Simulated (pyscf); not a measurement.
•HN–InH₂ (SMILES [NH][InH2]) + CH₄ (SMILES C) → H₂N–InH₂ (SMILES [NH2][InH2]) + CH₃• (SMILES [CH3]), a hydrogen abstraction (doublet surface; C–H broken, H–N formed). Single points on ωB97X-D3(BJ)/def2-SVP structures (PySCF, gas phase). Energies in kcal/mol from the separated reactants.

Small-basis levels: PySCF, no dispersion term, spherical d functions. Open shells are spin-unrestricted. 

```json
[
 {"level": "HF/6-31G*+LANL2DZ", "barrier": "30.5", "reaction energy": "-0.6"},
 {"level": "MP2/6-31G*+LANL2DZ", "barrier": "15.5", "reaction energy": "-8.1"},
 {"level": "BP86/6-31G*+LANL2DZ", "barrier": "5.0", "reaction energy": "-4.1"},
 {"level": "B3LYP/LANL2DZ", "barrier": "8.5", "reaction energy": "-9.6"},
 {"level": "B3LYP/6-31G*+LANL2DZ", "barrier": "10.3", "reaction energy": "-3.4"},
 {"level": "M06-2X/6-31G*+LANL2DZ", "barrier": "10.0", "reaction energy": "-5.0"},
 {"level": "B3LYP/6-311+G**+LANL2DZ", "barrier": "9.8", "reaction energy": "-7.2"},
 {"level": "PBE/def2-SVP", "barrier": "2.9", "reaction energy": "-3.9"},
 {"level": "B3LYP/def2-SVP", "barrier": "9.3", "reaction energy": "-3.5"},
 {"level": "ωB97M-D3(BJ)/def2-TZVP", "barrier": "12.0", "reaction energy": "-5.1"}
]
```

Against the last row the barrier runs from -9.2 (PBE/def2-SVP) to +18.5 kcal/mol (HF/6-31G*+LANL2DZ). ωB97M-D3(BJ)/def2-TZVP has limits of its own. •HN–InH₂ lies 41.4 kcal/mol over its isomer [H₂N–InH]• (electronic energy, ωB97M-D3(BJ)/def2-TZVP). This is the saddle that the search found; another between the same sides may lie lower. The angle at the transferred H is 167°. In the def2 sets elements past Kr carry core potentials, without spin-orbit coupling.
